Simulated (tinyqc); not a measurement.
Worked calculation: UKS/exchange-only LDA in the sto-3g basis, for H2O+, spin multiplicity 2. One step of it, computed by the program tinyqc.

Problem. Iteration 2: diagonalisation and new density. Diagonalise F' = X^T F X, C = X C', fill 5 alpha and 4 beta electrons from the bottom; D(s) = C_occ C_occ^T. Each column has its largest component positive (the first on a tie).

extrapolated F(alpha) (hartree), order 1O 1s, 1O 2s, 1O 2px, 1O 2py, 1O 2pz, 2H 1s, 3H 1s:
$$\begin{pmatrix}
-24.497913 & -5.828470 & 0.000000 & 0.000000 & -0.022362 & -0.623300 & -0.623300 \\
-5.828470 & -3.695198 & 0.000000 & 0.000000 & -0.099593 & -0.741917 & -0.741917 \\
0.000000 & 0.000000 & -1.870195 & 0.000000 & 0.000000 & 0.000000 & 0.000000 \\
0.000000 & 0.000000 & 0.000000 & -1.964376 & 0.000000 & -0.365788 & 0.365788 \\
-0.022362 & -0.099593 & 0.000000 & 0.000000 & -1.877374 & -0.259790 & -0.259790 \\
-0.623300 & -0.741917 & 0.000000 & -0.365788 & -0.259790 & -0.485669 & -0.160722 \\
-0.623300 & -0.741917 & 0.000000 & 0.365788 & -0.259790 & -0.160722 & -0.485669
\end{pmatrix}$$

extrapolated F(beta) (hartree), order 1O 1s, 1O 2s, 1O 2px, 1O 2py, 1O 2pz, 2H 1s, 3H 1s:
$$\begin{pmatrix}
-24.410219 & -5.797900 & 0.000000 & 0.000000 & -0.021805 & -0.619972 & -0.619972 \\
-5.797900 & -3.593949 & 0.000000 & 0.000000 & -0.095195 & -0.721106 & -0.721106 \\
0.000000 & 0.000000 & -1.818922 & 0.000000 & 0.000000 & 0.000000 & 0.000000 \\
0.000000 & 0.000000 & 0.000000 & -1.761241 & 0.000000 & -0.345555 & 0.345555 \\
-0.021805 & -0.095195 & 0.000000 & 0.000000 & -1.827332 & -0.254925 & -0.254925 \\
-0.619972 & -0.721106 & 0.000000 & -0.345555 & -0.254925 & -0.471841 & -0.157973 \\
-0.619972 & -0.721106 & 0.000000 & 0.345555 & -0.254925 & -0.157973 & -0.471841
\end{pmatrix}$$

X, order 1O 1s, 1O 2s, 1O 2px, 1O 2py, 1O 2pz, 2H 1s, 3H 1s:
$$\begin{pmatrix}
1.023002 & -0.130959 & 0.000000 & 0.000000 & -0.004252 & 0.015184 & 0.015184 \\
-0.130959 & 1.093446 & 0.000000 & 0.000000 & 0.036930 & -0.157775 & -0.157775 \\
0.000000 & 0.000000 & 1.000000 & 0.000000 & 0.000000 & 0.000000 & 0.000000 \\
0.000000 & 0.000000 & 0.000000 & 1.044600 & 0.000000 & -0.130120 & 0.130120 \\
-0.004252 & 0.036930 & 0.000000 & 0.000000 & 1.019068 & -0.081797 & -0.081797 \\
0.015184 & -0.157775 & 0.000000 & -0.130120 & -0.081797 & 1.068652 & -0.032852 \\
0.015184 & -0.157775 & 0.000000 & 0.130120 & -0.081797 & -0.032852 & 1.068652
\end{pmatrix}$$

Give: F' = X^T F X; orbital energies; coefficients C; F' = X^T F X; orbital energies; coefficients C; D(alpha) after iteration 2; D(beta) after iteration 2.

Solution.

F' = X^T F X (alpha) (hartree):
$$\begin{pmatrix}
-24.173 & -2.657 & 0.000 & 0.000 & -0.020 & -0.069 & -0.069 \\
-2.657 & -2.745 & 0.000 & 0.000 & -0.091 & -0.217 & -0.217 \\
0.000 & 0.000 & -1.870 & 0.000 & 0.000 & 0.000 & 0.000 \\
0.000 & 0.000 & 0.000 & -1.956 & 0.000 & -0.120 & 0.120 \\
-0.020 & -0.091 & 0.000 & 0.000 & -1.875 & -0.078 & -0.078 \\
-0.069 & -0.217 & 0.000 & -0.120 & -0.078 & -0.290 & -0.039 \\
-0.069 & -0.217 & 0.000 & 0.120 & -0.078 & -0.039 & -0.290
\end{pmatrix}$$

orbital energies (alpha) (hartree): MO1 -24.498, MO2 -2.478, MO3 -1.972, MO4 -1.870, MO5 -1.863, MO6 -0.282, MO7 -0.234

coefficients C (alpha), order 1O 1s, 1O 2s, 1O 2px, 1O 2py, 1O 2pz, 2H 1s, 3H 1s:
$$\begin{pmatrix}
1.000 & -0.247 & 0.000 & 0.000 & 0.039 & 0.050 & 0.000 \\
0.001 & 1.049 & 0.000 & 0.000 & -0.164 & -0.369 & 0.000 \\
0.000 & 0.000 & 0.000 & 1.000 & 0.000 & 0.000 & 0.000 \\
0.000 & 0.000 & 1.022 & 0.000 & 0.000 & 0.000 & -0.285 \\
0.001 & 0.191 & 0.000 & 0.000 & 0.992 & -0.181 & 0.000 \\
0.000 & -0.065 & -0.053 & 0.000 & -0.026 & 0.751 & 0.788 \\
0.000 & -0.065 & 0.053 & 0.000 & -0.026 & 0.751 & -0.788
\end{pmatrix}$$

F' = X^T F X (beta) (hartree):
$$\begin{pmatrix}
-24.087 & -2.648 & 0.000 & 0.000 & -0.020 & -0.070 & -0.070 \\
-2.648 & -2.644 & 0.000 & 0.000 & -0.085 & -0.212 & -0.212 \\
0.000 & 0.000 & -1.819 & 0.000 & 0.000 & 0.000 & 0.000 \\
0.000 & 0.000 & 0.000 & -1.745 & 0.000 & -0.125 & 0.125 \\
-0.020 & -0.085 & 0.000 & 0.000 & -1.824 & -0.078 & -0.078 \\
-0.070 & -0.212 & 0.000 & -0.125 & -0.078 & -0.282 & -0.039 \\
-0.070 & -0.212 & 0.000 & 0.125 & -0.078 & -0.039 & -0.282
\end{pmatrix}$$

orbital energies (beta) (hartree): MO1 -24.410, MO2 -2.379, MO3 -1.819, MO4 -1.813, MO5 -1.765, MO6 -0.274, MO7 -0.222

coefficients C (beta), order 1O 1s, 1O 2s, 1O 2px, 1O 2py, 1O 2pz, 2H 1s, 3H 1s:
$$\begin{pmatrix}
1.000 & -0.246 & 0.000 & 0.041 & 0.000 & 0.050 & 0.000 \\
0.001 & 1.047 & 0.000 & -0.171 & 0.000 & -0.372 & 0.000 \\
0.000 & 0.000 & 1.000 & 0.000 & 0.000 & 0.000 & 0.000 \\
0.000 & 0.000 & 0.000 & 0.000 & 1.016 & 0.000 & -0.303 \\
0.001 & 0.196 & 0.000 & 0.991 & 0.000 & -0.184 & 0.000 \\
0.000 & -0.063 & 0.000 & -0.024 & -0.039 & 0.751 & 0.789 \\
0.000 & -0.063 & 0.000 & -0.024 & 0.039 & 0.751 & -0.789
\end{pmatrix}$$

D(alpha) after iteration 2, order 1O 1s, 1O 2s, 1O 2px, 1O 2py, 1O 2pz, 2H 1s, 3H 1s:
$$\begin{pmatrix}
1.062 & -0.264 & 0.000 & 0.000 & -0.007 & 0.015 & 0.015 \\
-0.264 & 1.128 & 0.000 & 0.000 & 0.037 & -0.064 & -0.064 \\
0.000 & 0.000 & 1.000 & 0.000 & 0.000 & 0.000 & 0.000 \\
0.000 & 0.000 & 0.000 & 1.044 & 0.000 & -0.054 & 0.054 \\
-0.007 & 0.037 & 0.000 & 0.000 & 1.020 & -0.038 & -0.038 \\
0.015 & -0.064 & 0.000 & -0.054 & -0.038 & 0.008 & 0.002 \\
0.015 & -0.064 & 0.000 & 0.054 & -0.038 & 0.002 & 0.008
\end{pmatrix}$$

D(beta) after iteration 2, order 1O 1s, 1O 2s, 1O 2px, 1O 2py, 1O 2pz, 2H 1s, 3H 1s:
$$\begin{pmatrix}
1.062 & -0.263 & 0.000 & 0.000 & -0.007 & 0.014 & 0.014 \\
-0.263 & 1.125 & 0.000 & 0.000 & 0.036 & -0.062 & -0.062 \\
0.000 & 0.000 & 1.000 & 0.000 & 0.000 & 0.000 & 0.000 \\
0.000 & 0.000 & 0.000 & 0.000 & 0.000 & 0.000 & 0.000 \\
-0.007 & 0.036 & 0.000 & 0.000 & 1.019 & -0.036 & -0.036 \\
0.014 & -0.062 & 0.000 & 0.000 & -0.036 & 0.005 & 0.005 \\
0.014 & -0.062 & 0.000 & 0.000 & -0.036 & 0.005 & 0.005
\end{pmatrix}$$
